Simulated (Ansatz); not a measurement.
# A ladder of methods for PH (SMILES [PH])

PH: 2 atoms, total charge 0, spin state triplet. SMILES: `[PH]`. The coordinates come from a PBE0-D4/def2-TZVP relaxation.

```xyz
2

P     0.0000    0.0000   -0.0146
H     0.0000    0.0000    1.4137
```

Quantity: the energy change with the P1–H2 bond stretched from 1.428 to 1.785 Å, in eV. The values are calculated.

```csv
level,kind,program,value (eV),less FCI/cc-pVDZ,CPU time (all runs)
USVWN5/cc-pVDZ,LDA,Ansatz,0.59,-0.07,0.96 s
UBLYP/cc-pVDZ,GGA,Ansatz,0.58,-0.08,1.5 s
UPBE/cc-pVDZ,GGA,Ansatz,0.61,-0.05,1.6 s
UCAM-B3LYP/cc-pVDZ,range-separated hybrid,Ansatz,0.72,+0.06,1.9 s
UBCCD(T)/cc-pVDZ,coupled cluster or CI,Ansatz,0.67,+0.01,0.85 s
UCCSD/cc-pVDZ,coupled cluster or CI,Ansatz,0.69,+0.03,0.6 s
UCCSDTQ/cc-pVDZ,coupled cluster or CI,Ansatz,0.66,0.00,19 s
FCI/3-21G,exact in the basis,Ansatz,0.42,-0.24,0.76 s
FCI/cc-pVDZ,exact in the basis,Ansatz,0.66,0.00,1.5 s
```

FCI/cc-pVDZ is exact within its basis and frozen core, so for wave-function methods in that basis the difference is their error; functionals converge differently with the basis, so for them it is only a difference. The first shape isn't each level's own minimum. The values span 0.42 to 0.72 eV. High-level rows in very small sets aren't better than simpler rows in larger ones. Without the sets that lack polarisation functions the rows with a basis span only 0.58 to 0.72 eV. Times are those of the runs behind each value, whatever else they computed, on shared processors of several kinds: orders of magnitude only.
